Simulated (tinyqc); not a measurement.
Worked calculation (part 2 of 2): LCCD on RHF in the sto-6g basis, for H2O, spin multiplicity 1. Computed by tinyqc, a small Python program that keeps every step (integrals from PySCF). Command: `OMP_NUM_THREADS=1 python tinyqc.py 22094 22095 out.jsonl` (the two numbers bound the seeds that draw the settings). One thread of a shared host (Intel(R) Xeon(R) Processor @ 2.60GHz), about 0.2 s of CPU time with the checks.

Geometry (angstrom):

| atom | x | y | z |
|---|---|---|---|
| O | 0.000000 | 0.000000 | 0.000000 |
| H | 0.000000 | 0.794000 | 0.780000 |
| H | 0.000000 | -0.794000 | 0.780000 |

## LCCD: amplitude update 2

Amplitudes after update 1 (spin orbitals 1a, 1b, ...; amplitudes related by a flip of all spins are not repeated; the 24 largest):

| from | to | t |
|---|---|---|
| 3a 3b | 7a 7b | -0.099871 |
| 4a 4b | 6a 6b | -0.071309 |
| 3a 4b | 6b 7a | 0.069731 |
| 4a 4b | 7a 7b | -0.051104 |
| 3a 3b | 6a 6b | -0.046856 |
| 3a 4b | 6a 7b | -0.041683 |
| 2a 2b | 6a 6b | -0.032468 |
| 2a 3b | 6a 7b | -0.029797 |
| 2a 4b | 6a 6b | -0.029700 |
| 3a 4a | 6a 7a | 0.028048 |
| 5a 5b | 6a 6b | -0.024579 |
| 2a 2b | 7a 7b | -0.019696 |
| 2a 3b | 6b 7a | 0.018135 |
| 5a 5b | 7a 7b | -0.013300 |
| 2a 3a | 6a 7a | -0.011662 |
| 2a 4b | 7a 7b | 0.003658 |
| 1a 2b | 7a 7b | -0.000711 |
| 1a 1b | 6a 6b | -0.000573 |
| 1a 2b | 6a 6b | -0.000480 |
| 1a 4b | 7a 7b | 0.000420 |
| 1a 3a | 6a 7a | 0.000412 |
| 1a 1b | 7a 7b | -0.000345 |
| 1a 3b | 6b 7a | 0.000212 |
| 1a 3b | 6a 7b | 0.000200 |

Two-electron integrals over orbitals (pq|rs), unique and non-zero (hartree):
```
(11|11) 4.763637    (21|11) -0.439160   (21|21) 0.065338    (22|11) 1.035375
(22|21) -0.016223   (22|22) 0.728795    (31|31) 0.011751    (32|31) 0.017584
(32|32) 0.129706    (33|11) 0.781533    (33|21) -0.004706   (33|22) 0.625026
(33|33) 0.602435    (41|11) 0.179164    (41|21) -0.024839   (41|22) 0.013179
(41|33) 0.005491    (41|41) 0.025064    (42|11) -0.162294   (42|21) 0.008998
(42|22) -0.026035   (42|33) 0.000684    (42|41) 0.016363    (42|42) 0.129276
(43|31) -0.003294   (43|32) 0.023569    (43|43) 0.057548    (44|11) 0.914201
(44|21) -0.010829   (44|22) 0.652439    (44|33) 0.569434    (44|41) -0.007965
(44|42) -0.087655   (44|44) 0.682319    (51|51) 0.026648    (52|51) 0.033107
(52|52) 0.150742    (53|53) 0.027475    (54|51) -0.012471   (54|52) -0.046212
(54|54) 0.048081    (55|11) 1.117101    (55|21) -0.011564   (55|22) 0.756764
(55|33) 0.611453    (55|41) 0.004470    (55|42) -0.085142   (55|44) 0.678735
(55|55) 0.880663    (61|11) -0.195851   (61|21) 0.031327    (61|22) -0.001404
(61|33) 0.001070    (61|41) 0.002484    (61|42) 0.021664    (61|44) -0.015742
(61|55) -0.004783   (61|61) 0.028312    (62|11) 0.269162    (62|21) -0.006253
(62|22) 0.133573    (62|33) 0.072944    (62|41) 0.018886    (62|42) 0.032054
(62|44) 0.055640    (62|55) 0.139353    (62|61) 0.011868    (62|62) 0.097733
(63|31) 0.003233    (63|32) -0.027125   (63|43) -0.034013   (63|63) 0.065646
(64|11) 0.277564    (64|21) -0.003343   (64|22) 0.129467    (64|33) 0.053967
(64|41) -0.000705   (64|42) -0.062073   (64|44) 0.130822    (64|55) 0.155583
(64|61) -0.003219   (64|62) 0.054983    (64|64) 0.107284    (65|51) 0.012368
(65|52) 0.048692    (65|54) 0.006470    (65|65) 0.034500    (66|11) 0.815119
(66|21) -0.007942   (66|22) 0.608855    (66|33) 0.558255    (66|41) 0.017460
(66|42) 0.041931    (66|44) 0.555267    (66|55) 0.591988    (66|61) 0.009478
(66|62) 0.099234    (66|64) 0.057571    (66|66) 0.596553    (71|31) 0.014708
(71|32) 0.021031    (71|43) -0.004216   (71|63) 0.003643    (71|71) 0.018433
(72|31) 0.014817    (72|32) 0.053052    (72|43) -0.033965   (72|63) 0.030782
(72|71) 0.017844    (72|72) 0.065921    (73|11) 0.369023    (73|21) -0.006773
(73|22) 0.160836    (73|33) 0.091722    (73|41) -0.000519   (73|42) -0.085265
(73|44) 0.130211    (73|55) 0.201093    (73|61) -0.005778   (73|62) 0.065874
(73|64) 0.108742    (73|66) 0.047630    (73|73) 0.164825    (74|31) -0.008702
(74|32) -0.075105   (74|43) -0.016538   (74|63) 0.052539    (74|71) -0.010797
(74|72) -0.014380   (74|74) 0.075272    (75|53) 0.023700    (75|75) 0.023518
(76|31) 0.007253    (76|32) 0.080320    (76|43) 0.061820    (76|63) -0.056905
(76|71) 0.008729    (76|72) -0.008178   (76|74) -0.063243   (76|76) 0.108290
(77|11) 0.809984    (77|21) -0.007772   (77|22) 0.600178    (77|33) 0.582598
(77|41) 0.003846    (77|42) -0.011606   (77|44) 0.567235    (77|55) 0.595266
(77|61) -0.002536   (77|62) 0.058143    (77|64) 0.043943    (77|66) 0.555314
(77|73) 0.079412    (77|77) 0.587087
```

orbital energies (hartree): MO1 -20.538267, MO2 -1.223151, MO3 -0.525615, MO4 -0.467309, MO5 -0.400376, MO6 0.478116, MO7 0.537364

t_ij^ab D_ij^ab are set to the remaining terms of the spin-orbital equations, evaluated with the old amplitudes; for the doubles these are <ij||ab> + 1/2 <ab||ef> t_ij^ef + 1/2 <mn||ij> t_mn^ab + P(ij)P(ab) <mb||ej> t_im^ae, D the orbital-energy denominators (linear CCD).

Amplitudes after update 2 (spin orbitals 1a, 1b, ...; amplitudes related by a flip of all spins are not repeated; the 24 largest):

| from | to | t |
|---|---|---|
| 3a 3b | 7a 7b | -0.108087 |
| 4a 4b | 6a 6b | -0.076665 |
| 3a 4b | 6b 7a | 0.075158 |
| 4a 4b | 7a 7b | -0.056593 |
| 3a 3b | 6a 6b | -0.052980 |
| 3a 4b | 6a 7b | -0.049864 |
| 2a 4b | 6a 6b | -0.033481 |
| 2a 2b | 6a 6b | -0.032842 |
| 2a 3b | 6a 7b | -0.031431 |
| 5a 5b | 6a 6b | -0.026378 |
| 3a 4a | 6a 7a | 0.025294 |
| 2a 3b | 6b 7a | 0.021547 |
| 2a 2b | 7a 7b | -0.018957 |
| 5a 5b | 7a 7b | -0.012691 |
| 2a 3a | 6a 7a | -0.009884 |
| 2a 4b | 7a 7b | 0.002463 |
| 1a 2b | 7a 7b | -0.000681 |
| 1a 1b | 6a 6b | -0.000566 |
| 1a 2b | 6a 6b | -0.000460 |
| 1a 3a | 6a 7a | 0.000405 |
| 1a 4b | 7a 7b | 0.000392 |
| 1a 1b | 7a 7b | -0.000334 |
| 1a 3b | 6b 7a | 0.000230 |
| 1a 3b | 6a 7b | 0.000175 |

correlation energy = -0.07386536 hartree

## LCCD: amplitude update 3

t_ij^ab D_ij^ab are set to the remaining terms of the spin-orbital equations, evaluated with the old amplitudes; for the doubles these are <ij||ab> + 1/2 <ab||ef> t_ij^ef + 1/2 <mn||ij> t_mn^ab + P(ij)P(ab) <mb||ej> t_im^ae, D the orbital-energy denominators (linear CCD). DIIS then mixes the stored amplitudes.

DIIS coefficients: -0.837291  1.837291

Amplitudes after update 3 (spin orbitals 1a, 1b, ...; amplitudes related by a flip of all spins are not repeated; the 24 largest):

| from | to | t |
|---|---|---|
| 3a 3b | 7a 7b | -0.114720 |
| 4a 4b | 6a 6b | -0.081332 |
| 3a 4b | 6b 7a | 0.079095 |
| 4a 4b | 7a 7b | -0.060668 |
| 3a 3b | 6a 6b | -0.057630 |
| 3a 4b | 6a 7b | -0.057476 |
| 2a 4b | 6a 6b | -0.036614 |
| 2a 2b | 6a 6b | -0.032793 |
| 2a 3b | 6a 7b | -0.032368 |
| 5a 5b | 6a 6b | -0.027856 |
| 2a 3b | 6b 7a | 0.024466 |
| 3a 4a | 6a 7a | 0.021619 |
| 2a 2b | 7a 7b | -0.017967 |
| 5a 5b | 7a 7b | -0.011725 |
| 2a 3a | 6a 7a | -0.007903 |
| 2a 4b | 7a 7b | 0.001421 |
| 1a 2b | 7a 7b | -0.000664 |
| 1a 1b | 6a 6b | -0.000562 |
| 1a 2b | 6a 6b | -0.000446 |
| 1a 3a | 6a 7a | 0.000404 |
| 1a 4b | 7a 7b | 0.000375 |
| 1a 1b | 7a 7b | -0.000328 |
| 1a 3b | 6b 7a | 0.000248 |
| 1a 3b | 6a 7b | 0.000157 |

correlation energy = -0.07774938 hartree

## LCCD: convergence

E_corr = 1/4 sum <ij||ab> t_ij^ab; stop when the norm of the change is below 1e-8.

Course of the amplitude iterations:

| update | correlation energy (hartree) | norm of the change |
|---|---|---|
| 0 | -0.05375738 | - |
| 1 | -0.06867673 | 9.88e-02 |
| 2 | -0.07386536 | 4.21e-02 |
| 3 | -0.07774938 | 1.98e-02 |
| 4 | -0.07775293 | 2.21e-03 |
| 5 | -0.07776164 | 7.79e-04 |
| 6 | -0.07776304 | 5.67e-05 |
| 7 | -0.07776307 | 8.88e-06 |
| 8 | -0.07776308 | 2.03e-06 |
| 9 | -0.07776308 | 7.53e-07 |
| 10 | -0.07776308 | 1.16e-07 |
| 11 | -0.07776308 | 1.37e-08 |
| 12 | -0.07776308 | 3.41e-09 |

Converged amplitudes (spin orbitals 1a, 1b, ...; amplitudes related by a flip of all spins are not repeated; the 24 largest):

| from | to | t |
|---|---|---|
| 3a 3b | 7a 7b | -0.115469 |
| 4a 4b | 6a 6b | -0.082387 |
| 3a 4b | 6b 7a | 0.078810 |
| 4a 4b | 7a 7b | -0.059929 |
| 3a 4b | 6a 7b | -0.058175 |
| 3a 3b | 6a 6b | -0.056751 |
| 2a 4b | 6a 6b | -0.036888 |
| 2a 2b | 6a 6b | -0.032732 |
| 2a 3b | 6a 7b | -0.032218 |
| 5a 5b | 6a 6b | -0.027987 |
| 2a 3b | 6b 7a | 0.024556 |
| 3a 4a | 6a 7a | 0.020636 |
| 2a 2b | 7a 7b | -0.017881 |
| 5a 5b | 7a 7b | -0.011425 |
| 2a 3a | 6a 7a | -0.007662 |
| 2a 4b | 7a 7b | 0.001570 |
| 1a 2b | 7a 7b | -0.000666 |
| 1a 1b | 6a 6b | -0.000562 |
| 1a 2b | 6a 6b | -0.000446 |
| 1a 3a | 6a 7a | 0.000407 |
| 1a 4b | 7a 7b | 0.000377 |
| 1a 1b | 7a 7b | -0.000330 |
| 1a 3b | 6b 7a | 0.000250 |
| 1a 3b | 6a 7b | 0.000157 |

LCCD total energy = -75.72978754 hartree

Converged in 12 updates, with DIIS from the third.
